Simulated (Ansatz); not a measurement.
We consider fcc Ni, described by r²SCANh (Ansatz, a first-principles code, PAW).

Settings: plane-wave cutoff 500 eV, 18×18×18 k mesh, Fermi–Dirac smearing 0.1 eV, spin-polarised with parallel moments, scalar-relativistic PAW data made under PBE.

The cell is the one relaxed with r²SCAN: a = b = c = 3.4791 Å, α = β = γ = 90.00°.

Problem. Give the computed magnetic moment per atom (the cell's total over its atoms).

Solution. 
magnetic moment per atom (the cell's total over its atoms): 0.83 μB

Note: exact exchange on metals is sensitive to the k mesh and can open a false gap; the run warned that the count of filled bands differs between k points.

Moments are spin moments.
